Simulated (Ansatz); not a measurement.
Geometry optimisation, RKS PBE/6-31G* in Ansatz.

input.yaml

```yaml
crystal:
  periodic: [false, false, false]
  atoms:
    - { symbol: Si, position_ang: [0.0, 0.0, 0.0] }
    - { symbol: H, position_ang: [0.0, 0.0, 1.81] }
    - { symbol: Si, position_ang: [2.0935, 0.0, -0.7393] }
    - { symbol: H, position_ang: [2.5508, -1.3762, -0.9079] }
    - { symbol: H, position_ang: [2.1573, 0.6939, -2.0222] }
    - { symbol: H, position_ang: [2.951, 0.6823, 0.2255] }
    - { symbol: H, position_ang: [-0.6877, 1.1914, -0.4862] }
    - { symbol: H, position_ang: [-0.6877, -1.1914, -0.4862] }
    - { symbol: Si, position_ang: [-2.3914, 0.0, 0.7946] }
    - { symbol: H, position_ang: [-3.1794, -0.9102, -0.0313] }
    - { symbol: H, position_ang: [-2.4426, -0.4389, 2.1861] }
    - { symbol: H, position_ang: [-2.9397, 1.3491, 0.69] }
    - { symbol: H, position_ang: [-0.9452, 0.0, 1.8966] }
basis:
  gaussian: { orbitals: "6-31G*" }
hamiltonian:
  xc: pbe
relax:
  f_tol: 0.15
  max_steps: 25
  restrain:
    - { distance: [0, 8], at: 3.42, k: 30.0 }
    - { distance: [12, 1], at: 1.86, k: 30.0 }
    - { distance: [0, 1], at: 1.46, k: 30.0 }
    - { distance: [12, 8], at: 1.46, k: 30.0 }
```

Launched with:

```bash
$ ansatz run input.yaml --threads 1 --pin off --max-ram 2048MiB --backend cpu --events-out ev --progress --plain --runs-dir out
```

**Question.** Where does it end, and by what steps?

**Answer.** It converged. The restraints hold the end off the free minimum. After 11 steps the energy has fallen by 5.382 eV (the restraints' own energy left out); H11 moved furthest, 1.47 Å. Parted: Si1–Si9 (2.52 → 3.43 Å).

| step | energy less start (eV) | largest force component (eV/Å) | accepted |
| --- | --- | --- | --- |
| 0 | 0.0000 | 2.390 | yes |
| 1 | -1.1186 | 2.574 | yes |
| 2 | -1.7076 | 5.548 | yes |
| 3 | -2.9425 | 3.891 | yes |
| 4 | -3.8296 | 2.490 | yes |
| 5 | -4.4775 | 1.378 | yes |
| 6 | -4.9131 | 0.828 | yes |
| 7 | -5.1948 | 0.494 | yes |
| 8 | -5.3134 | 0.720 | yes |
| 9 | -5.3601 | 0.804 | yes |
| 10 | -5.3775 | 0.887 | yes |
| 11 | -5.3817 | 0.761 | yes |

```xyz
13
Properties=species:S:1:pos:R:3
Si 0.290 -0.058 0.013
H 0.317 -0.249 1.475
Si 2.444 0.045 -0.937
H 3.097 -1.307 -0.895
H 2.373 0.480 -2.372
H 3.323 1.012 -0.198
H -0.475 1.204 -0.262
H -0.461 -1.208 -0.588
Si -2.874 0.016 1.342
H -3.078 -0.831 0.125
H -3.897 -0.367 2.371
H -3.067 1.457 0.980
H -1.514 -0.193 1.876
```

Run time: 35 s on 1 thread of Arm Neoverse V2 (shared host), peak memory 0.13 GiB.
